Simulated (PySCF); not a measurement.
Gas-phase reaction: 5 H₃SiPH₂ + Si = 5 PH₂ + 3 Si₂H₅

Computed with PySCF and rigid-rotor harmonic-oscillator thermochemistry at 1 bar. † marks an energy on the PBE0/def2-TZVP geometry and frequencies. CCSD(T) freezes the core. Open shells (unrestricted): Si (multiplicity 3, electronic degeneracy 9), PH₂ (multiplicity 2), Si₂H₅ (multiplicity 2); the rest are closed-shell singlets. Spin-orbit splitting is ignored; it lowers the true energy and changes the entropy of Si. B3LYP is the form with VWN-RPA correlation. PH₂, Si₂H₅: computed as isolated molecules; such fragments, hydroxides, amides, oligomers or adducts are transient or little studied in the gas. CCSD(T) isn't extrapolated to the basis-set limit; its ΔH°(298 K) is 651.5 kJ in def2-SVP and 707.3 kJ in def2-TZVPP. The harmonic model lacks anharmonicity and excited electronic states, which grow with temperature; levels with a mode under 35 cm⁻¹ are left out. Internal rotation in H₃SiPH₂, Si₂H₅ is treated as a harmonic vibration of one conformer, which makes the entropy rough.

| level | ΔE electronic, kJ | ΔH°(298 K), kJ | ΔS°(298 K), J/K | ΔG°(1000 K), kJ |
|---|---|---|---|---|
| B3LYP/def2-TZVP† | 707 | 660 | 372 | 290 |
| BLYP/def2-TZVP† | 691 | 645 | 372 | 274 |
| CCSD(T)/def2-TZVPP† | 754 | 707 | 372 | 337 |
| HF/def2-TZVP† | 484 | 437 | 372 | 67 |
| PBE0/def2-QZVP† | 726 | 680 | 372 | 309 |
| PBE0/def2-SVP† | 717 | 671 | 372 | 300 |
| LDA/def2-TZVP† | 881 | 834 | 372 | 464 |
ΔH° is lowest at HF/def2-TZVP† and highest at LDA/def2-TZVP†. No reference value is set beside these.
